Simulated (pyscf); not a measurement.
H₂B–O–CH₂–CH₃ → CH₄ + H₂B–O–CH: [singlet], a 1,1-elimination (singlet surface; C–C, C–H broken, C–H formed). Single points on ωB97X-D3(BJ)/def2-SVP structures (PySCF, gas phase). MP2 and CC: frozen core, UHF for open shells. ΔMP2 is the change of the MP2 total energy from the triple- to the quadruple-zeta basis. Energies in kJ/mol from the reactant's lowest minimum found.

Small-basis levels: PySCF, no dispersion term, spherical d functions. AM1 to PM7: differences of heats of formation from MOPAC, which are fitted to 298 K values and so differ in kind from electronic energies by zero-point and thermal terms. GFN2-xTB: tblite. Cost: rough CPU time at the saddle relative to B3LYP/6-31G*, from one job on a shared machine.

```tsv
level	barrier	reaction energy	cost
HF/STO-3G	550.4	+410.5	0.03
HF/3-21G	444.8	+320.4	0.06
HF/6-31G*	449.9	+332.4	0.10
MP2/6-31G*	437.5	+384.2	0.09
SVWN5/6-31G*	400.7	+397.7	1.0
BP86/6-31G*	382.3	+335.9	1
B3LYP/3-21G	410.3	+345.9	0.7
B3LYP/LANL2DZ	402.6	+337.1	0.8
B3LYP/6-31G*	401.3	+340.7	1
M06-2X/6-31G*	415.4	+367.5	2
GFN2-xTB	380.2	+318.5	under 0.02
PM6	378.6	+279.9	under 0.02
CCSD(T)/def2-TZVPP + ΔMP2(QZVPP)	397.1	+354.7	–
```

Against the last row the barrier runs from -18.5 (PM6) to +153.3 kJ/mol (HF/STO-3G). CCSD(T)/def2-TZVPP + ΔMP2(QZVPP) has limits of its own. The same reactants have a lower exit, to H₂B–OH + H₂C=CH₂ (barrier +287.5 kJ/mol at ωB97M-D3(BJ)/def2-TZVP, against +397.5 kJ/mol here). H₂B–O–CH₂–CH₃ lies 134.9 kJ/mol over its isomer H₃C–B(CH₃)–OH (electronic energy, ωB97M-D3(BJ)/def2-TZVP). H₂B–O–CH: [singlet] lies 451.3 kJ/mol over its isomer H₃C–B=O (electronic energy, ωB97M-D3(BJ)/def2-TZVP). This is the saddle that the search found; another between the same sides may lie lower. The CCSD(T) − MP2 part came from Ansatz, without density fitting, on the same reference.
